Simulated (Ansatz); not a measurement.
hcp Co was calculated with PBE-D4 (Ansatz, an electronic-structure program, plane waves, PAW).

Numerical settings: plane-wave cutoff 520 eV, 24×24×14 k mesh (along the axes of the cell as run), Fermi–Dirac smearing 0.05 eV, spin-polarised with parallel moments, scalar-relativistic PAW data made under PBE.

Energies at three volumes about the minimum:

| V (Å³/atom) | E − E_lowest (meV/atom) |
|---|---|
| 10.361 | 3.13 |
| 10.572 | 0.00 |
| 10.784 | 2.96 |

Fit a parabola by hand: where is the minimum, and what is the bulk modulus?

Slopes: (0.00 − 3.13)/(10.572 − 10.361) = -14.834 and (2.96 − 0.00)/(10.784 − 10.572) = 13.962 meV/Å³. Curvature E″ = 2 × (13.962 − (-14.834))/(10.784 − 10.361) = 136.151 meV/Å⁶. From the middle of the first interval, the slope vanishes at V0 = 10.4665 − (-14.834)/136.151 = 10.575 Å³/atom. B = V0 E″ = 10.575 × 136.151 meV/Å³ × 0.1602 GPa per meV/Å³ = 231 GPa. The full Birch–Murnaghan fit to all volumes gives V0 = 10.572 Å³/atom and B0 = 231 GPa.

Shape and atoms are relaxed at each volume.

Measured, for comparison: bulk modulus 193 GPa (zero-point energy and finite temperature contributions removed, our sources range from 193 to 198; as tabulated in doi:10.1021/acs.jctc.3c00612). Computed (rounded) less measured: bulk modulus +20 % (+17 % to +20 % over the range).

Note: the bulk modulus comes from volumes at which shape and atoms were relaxed.
